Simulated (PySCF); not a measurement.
O2, CCSD(T): how much the basis matters

PySCF, UHF reference; triplet, unpaired electrons π ↑↑; De to O + O without counterpoise correction. Frozen cores follow the default of each basis and core potential.

```
      basis     relativity  functions  Re (Å)  ωe (cm⁻¹)  De (eV)  frozen orbitals
     STO-3G  no relativity         10   1.286       1662      n/a                2
   def2-SVP  no relativity         28   1.206       1642     4.71                2
    pcseg-2  no relativity         60   1.213       1582     4.94                2
 def2-TZVPP  no relativity         62   1.212       1586     4.94                2
def2-TZVPPD  no relativity         80   1.212       1581     4.94                2
```

Question: How does each smaller set differ from the one with most functions, def2-TZVPPD?

Answer: STO-3G: +7.4 pm, +5.1 % in ωe; def2-SVP: -0.6 pm, +3.9 % in ωe, -0.23 eV in De; pcseg-2: +0.1 pm, +0.1 % in ωe, +0.00 eV in De; def2-TZVPP: +0.0 pm, +0.3 % in ωe, +0.00 eV in De. All at CCSD(T); the set with most functions is neither the basis-set limit nor always the best.

Measured (Huber and Herzberg, Constants of Diatomic Molecules (1979)): Re = 1.20752 Å, ωe = 1580.193 cm⁻¹. Correlated steps freeze 2 core orbitals. Correlated levels converge slowly with the basis: in double zeta they bind strong bonds too weakly, by up to about 1 eV, and carry superposition errors of some tenths. STO-3G is very small, so such numbers show the basis as much as the molecule. The state is the lowest determinant that a PBE0 search found; another state may lie lower at other levels.
